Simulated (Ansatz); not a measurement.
# BaCa2P2: from a trial structure to a relaxed crystal

The calculation used DFT PBE, scalar-relativistic, plane waves, PAW in Ansatz. Cutoff 420 eV, Γ-centred k mesh, Gaussian smearing, no spin polarisation in the final step.

The start puts BaCa2P2 on the sites of a reported CaH2O2 cell (P-3m1, No. 164), with Ba in place of Ca, Ca in place of H, P in place of O, at a guessed volume.

```
Ba Ca P
1.0
     4.80260    0.00000    0.00000
    -2.40130    4.15918    0.00000
     0.00000    0.00000    6.57163
Ba Ca P
1 2 2
Cartesian
  0.0000 0.0000 0.0000
  0.0000 2.7728 3.7747
  2.4013 1.3864 2.7969
  0.0000 2.7728 5.0358
  2.4013 1.3864 1.5358
```

Cell and atoms relax at zero pressure; the relaxation can't lower the symmetry of the start. After a coarse first stage the cell is made exact in the group found at 0.06 Å.

The zero of energy is the elements' standard structures at the same level; no fitted shifts are applied.

Task: What does it relax into?

Result: It keeps P-3m1 (No. 164), but not the shape of the type it started on. Conventional cell: a = 4.770 Å, c = 7.864 Å. Ba is coordinated by 6 P at 3.42 Å and 6 Ca at 3.96 Å; Ca has 4 P at 2.87–2.98 Å (next Ca at 3.51 Å); around P lie 4 Ca at 2.87–2.98 Å and 3 Ba at 3.42 Å.

```
Ba Ca P
1.0
     4.76972    0.00000    0.00000
    -2.38486    4.13070    0.00000
     0.00000    0.00000    7.86376
Ba Ca P
1 2 2
Cartesian
  0.0000 0.0000 0.0000
  0.0000 2.7538 2.8476
  2.3849 1.3769 5.0161
  0.0000 2.7538 5.8311
  2.3849 1.3769 2.0327
```

Task: What are its volume, energy, density and gap?

Result: The volume per atom is 30.99 Å³, the density is 2.99 g/cm³ and the energy over the elements is -1.165 eV/atom. The gap on the 6×6×4 mesh is 1.51 eV.

The final run used a 6×6×4 mesh on its 5-atom cell and 0.02 eV smearing. Symmetry constrained the relaxation, so the result can be a saddle point.

Cost: 3 runs of about 3.1 core-minutes in all, on Arm Neoverse V1 (shared hosts).